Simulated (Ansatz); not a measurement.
System: rock-salt HfC. Method: r²SCAN (Ansatz, an electronic-structure program, plane waves, PAW).

Run with plane-wave cutoff 600 eV, 24×24×24 k mesh, Fermi–Dirac smearing 0.071 eV (set by the program), scalar-relativistic PAW data made under PBE.

Computed at the level's own relaxed cell.

```yaml
crystal:
  lattice:
    - [0.00000, 2.32027, 2.32027]
    - [2.32027, 0.00000, 2.32027]
    - [2.32027, 2.32027, 0.00000]
  atoms:
    - { symbol: Hf, position: [0.00000, 0.00000, 0.00000] }
    - { symbol: C, position: [0.50000, 0.50000, 0.50000] }
```

### Question
Give the elastic tensor (Voigt notation, GPa, ions relaxed, in the Cartesian axes of the cell as printed).

### Answer

```
  517.8   108.1   108.1     0.0     0.0     0.0
  108.1   517.8   108.1     0.0     0.0     0.0
  108.1   108.1   517.8     0.0     0.0     0.0
    0.0     0.0     0.0   188.2     0.0     0.0
    0.0     0.0     0.0     0.0   188.2     0.0
    0.0     0.0     0.0     0.0     0.0   188.2
```

Measured, for comparison: elastic constant C11 500 GPa, elastic constant C44 180 GPa (temperature not stated, no zero-point or thermal correction; as tabulated in Wu et al. (2005), arXiv:cond-mat/0412374). Computed (rounded) less measured: elastic constant C11 +4 %, elastic constant C44 +4 %. A static lattice is as a rule a little smaller and stiffer than an uncorrected measurement, which narrows the difference in the elastic constant C11, elastic constant C44 and would widen misses of the other sign.

Spin–orbit coupling is not included.

Computed values are for the static lattice.
